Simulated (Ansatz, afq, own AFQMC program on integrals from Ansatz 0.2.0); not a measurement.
## BNH, quartet: AFQMC among the cluster methods

```xyz
3

B     0.0000    0.0700    0.7917
N     0.0000   -0.1106   -0.5361
H     0.0000    0.7861   -1.0428
```

Connectivity, by distances: B–NH.

Basis cc-pVDZ. Noble-gas cores (and the filled d shells of Ga–Kr and In–Xe) are frozen. Integrals, coupled cluster, full CI and functionals: Ansatz 0.2.0; the random walks run on the same integrals in our own AFQMC program. The CISD trial takes its coefficients from CCSD amplitudes. Released means that phaseless walkers are propagated on without the constraint, phases kept. Error bars are statistical, one sigma.

Determinant: UHF, the one that the program's search chose, which needn't be the lowest solution. The geometry is a point of a scan.

No full CI on the walks' own integrals is used here; CCSDT(Q) serves as the reference and is uncertain by about the last step of the cluster series.

Cautions: lower spins were not checked; the determinant is a saddle point among determinants of its kind; the released energies move by 1.5 errors or more from one time to the next, so no released level is given (meV from the phaseless value at times in 1/Eh: -2 ± 11 at 0.24, -9 ± 9 at 0.51, -29 ± 8 at 0.99, -4 ± 14 at 1.62, -31 ± 15 at 2.40), though the last usable value meets CCSDT(Q) within the noise; the ph-AFQMC/CISD walk drifts between its halves (2.3 errors).

The T1 diagnostic is 0.0194 and the weight of the determinant in the CISD state is 0.922. The ⟨S²⟩ of the determinant is 3.755. The size of the correlated space is 9 electrons in 31 orbitals.

```
  level  correlation energy (eV)
    MP2                  -4.4590
   CCSD                  -5.0779
CCSD(T)                  -5.2053
```

(1) Estimate where phaseless AFQMC with the Hartree–Fock trial lies against CCSD(T) on the same integrals.

(1) 19.3 ± 38.2 meV above CCSD(T). The gap is under twice the noise, so this walk alone can't tell the two apart.

Reference: CCSDT(Q), correlation energy -5.240 eV.

```tsv
level	E − E(reference) (meV)	share of correlation (%)
CCSD(T)	35.0	99.33
CCSDT	9.7	99.82
ph-AFQMC/HF	54.3 ± 38.2	98.96
ph-AFQMC/CISD	13.8 ± 9.7	99.74
```

A walk keeps the symmetry of its determinant, which the program's search chose and which needn't be the lowest solution, so a lower state of the same spin and another symmetry isn't excluded.
